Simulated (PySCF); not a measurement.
Gas-phase reaction: 3 SiHCl + 4 H → H₃SiSiCl₃ + SiH₄

Energies from PySCF, thermal terms from the rigid-rotor harmonic-oscillator model, ideal gas at 1 bar. † marks an energy on the PBE0/def2-TZVP geometry and frequencies; other levels use their own. MP2 and CCSD(T) freeze the core. 6-31G* has spherical d functions here. Open shells (unrestricted): H (multiplicity 2); the rest are closed-shell singlets. B3LYP is the form with VWN-RPA correlation. SiHCl, H₃SiSiCl₃: computed as isolated molecules; such fragments, hydroxides, amides, oligomers or adducts are transient or little studied in the gas. MP2 isn't extrapolated to the basis-set limit; its ΔH°(298 K) is -1409.4 kJ in def2-SVP and -1452.5 kJ in def2-TZVPP. CCSD(T) isn't extrapolated to the basis-set limit. The harmonic model lacks anharmonicity and excited electronic states, which grow with temperature; levels with a mode under 35 cm⁻¹ are left out. Internal rotation in H₃SiSiCl₃ is treated as a harmonic vibration of one conformer, which makes the entropy rough.

| level | ΔE electronic, kJ | ΔH°(298 K), kJ | ΔS°(298 K), J/K | ΔG°(600 K), kJ |
|---|---|---|---|---|
| B3LYP/def2-TZVP† | -1507 | -1428 | -632 | -1044 |
| BLYP/def2-TZVP† | -1451 | -1371 | -632 | -988 |
| CCSD(T)/def2-SVP† | -1483 | -1404 | -632 | -1021 |
| HF/6-31G* | -1300 | -1214 | -640 | -825 |
| HF/def2-TZVP† | -1323 | -1243 | -632 | -860 |
| MP2/def2-TZVPP† | -1532 | -1452 | -632 | -1069 |
| PBE0/def2-SVP† | -1527 | -1447 | -632 | -1064 |
| r2SCAN/def2-TZVP† | -1576 | -1497 | -632 | -1114 |
| LDA/def2-TZVP† | -1651 | -1572 | -632 | -1189 |
| ωB97M-V/def2-TZVP† | -1522 | -1442 | -632 | -1059 |
ΔH° is lowest at LDA/def2-TZVP† and highest at HF/6-31G*. No reference value is set beside these.
